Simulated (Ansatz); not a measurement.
## Band gap of SnS (Pnma, No. 62) at several levels of theory

The reference, 1.08 eV (measured, temperature not stated, not corrected to a static lattice, compiled measured gap; kind and temperature not stated; as tabulated in Kothakonda et al. (2022), arXiv:2208.02841), is not set against levels without spin–orbit coupling, which matters for this solid.

| level (code) | value (eV) | cell (Å³/atom) |
|---|---|---|
| LDA (Ansatz) | [?] | 22.70 |
| PBEsol (Ansatz) | 0.56 | 23.40 |
| PBE-D3(BJ) (Ansatz) | 0.65 | 23.75 |
| HSE06 (Ansatz) | 1.38 | 25.31 |

Task: Complete the blanks.

Result: 
- LDA (Ansatz, an electronic-structure program), value (eV): 0.51

Computed values are for a static lattice. Spin–orbit coupling is included only where a level's name says +SOC; with heavier elements it mostly lowers gaps and can invert bands.  LDA: LDA has no dispersion term either, though it tends to give short spacings of layers, chains or molecules. LDA, PBEsol, PBE-D3(BJ), HSE06: the relaxation could not lower the start's symmetry, so the cell can be a saddle point above a distorted one. PBEsol, HSE06: the cell comes from a level without a dispersion term, which matters for the spacing of layers, chains or molecules. Each level is taken at its own relaxed cell. Cutoffs and k meshes differ between the levels. Ansatz's density-functional and Hartree–Fock values are scalar-relativistic unless marked +SOC, with PAW data made under PBE.
